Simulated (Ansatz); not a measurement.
## Relative stability

The two ends of one reaction step of Si$_{2}$NH$_{7}$, closed shell (PBE0-D4/def2-TZVP).

A:

```xyz
10
angstrom
Si -0.2673 -0.8385 0.2314
N 1.4003 -1.2825 0.1519
H -1.0069 -1.6937 -0.7369
H -0.7472 -1.1301 1.6101
Si -0.7431 1.4125 -0.2553
H 2.0345 -0.9224 0.8478
H 1.8523 -1.3179 -0.7484
H -0.0251 2.3146 0.6898
H -0.2960 1.7556 -1.6354
H -2.2015 1.7025 -0.1549
```

B:

```tsv
atom	x (Å)	y (Å)	z (Å)
Si1	-1.0750	-0.9798	-0.2002
N2	0.9353	-1.2743	-0.0609
H3	1.1147	-2.1981	0.3188
H4	-1.1253	-0.9420	1.3248
Si5	-0.7274	1.3728	-0.2372
H6	1.3887	-0.5847	0.5328
H7	1.3625	-1.2313	-0.9803
H8	0.5100	1.7634	0.5307
H9	-0.5192	1.9518	-1.6002
H10	-1.8645	2.1223	0.3715
```

Program: Ansatz 0.2.0. Basis: def2-TZVPP. Cores are frozen in the correlated methods. B3LYP uses VWN-RPA correlation.

Q: Which structure is lower at CCSD(T), and by how much? (Judge from chemistry; the value comes from the calculation.)

A: The calculation gives: A, by 132.7 kJ/mol (electronic energy, against the other). By their contacts, A is Si₂NH₇ ([NH2][SiH2][SiH3]) and B is Si₂NH₇ ([NH3][SiH][SiH3]).

All methods give the same order:

| method | E(B) − E(A) (kJ/mol) |
| --- | --- |
| SPW92 | 115.0 |
| PBE-D4 | 117.6 |
| BLYP-D4 | 124.7 |
| r2SCAN-D4 | 137.5 |
| B97M-V | 125.9 |
| PBE0-D4 | 127.3 |
| B3LYP-D4 | 133.2 |
| r2SCAN0-D4 | 140.1 |
| BHLYP-D4 | 144.5 |
| CAM-B3LYP-D4 | 141.8 |
| wB97X-V | 142.5 |
| wB97M-V | 127.7 |
| B2PLYP | 139.7 |
| PBE-QIDH | 139.2 |
| RPA on PBE | 128.4 |
| HF | 161.5 |
| MP2 | 142.4 |
| CCSD | 136.7 |
| CCSD(T) | 132.7 |

No T1 diagnostic of these runs exceeds 0.013.

Labels in which every atom is bracketed show which atoms are joined, not bond orders.

For scale, one of the runs: CCSD(T)/def2-TZVPP, 213 basis functions, launched by `ansatz run in.yaml --threads 2 --pin off --events-out ev --progress --plain --max-ram 4352MiB`. The run took 45 s on 2 CPU threads of an AMD EPYC 7R43 (shared host), with 2.8 GiB of host memory at its peak.
